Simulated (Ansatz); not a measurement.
Species, as SMILES: N#N (N2).
Atoms: N1, N2. Bonds: N1-N2.

Basis-set convergence of the highest harmonic wavenumber at MP2 with Ansatz (a program for electronic structure). Each level at its own minimum, finite differences of forces, unscaled; the reference is a large set that could be run, not a limit. Cartesian d functions, on some or all atoms, in 6-31+G*; all else is spherical. Cores are frozen. No added dispersion term, no relativity. Reference: the value in def2-QZVPPD, 2205 cm⁻¹, itself unsure by roughly 1 cm⁻¹ (its mean distance from pcseg-3, def2-QZVPP, cc-pVQZ). Deviations are taken from unrounded values. Cost is core time over that of def2-TZVPPD, rough, on shared machines of one kind; a dash marks a row that isn't timed (too short, read off another run, short of memory, by another algorithm or on other hardware).

```csv
basis,functions,highest harmonic wavenumber (cm⁻¹),minus reference (cm⁻¹),cost
pcseg-0,18,1937,-268,-
pcseg-1,28,2188,-17,-
6-31+G*,38,2173,-32,-
def2-SVPD,40,2221,16,-
6-311+G**,44,2175,-30,-
"6-311++G(2d,2p)",54,2171,-34,0.7×
pcseg-2,60,2190,-15,0.6×
def2-TZVPPD,74,2195,-10,1×
"6-311++G(3df,3pd)",78,2195,-10,0.6×
pcseg-3,120,2208,2,4×
def2-QZVPPD,126,2205,0,5×
```

The smallest set listed that lies within 50 cm⁻¹ of the reference with all its larger relatives (same family, alike in diffuse functions; a set with none counts only in the reference's own line) is pcseg-1 (28 functions, -17 cm⁻¹ off).
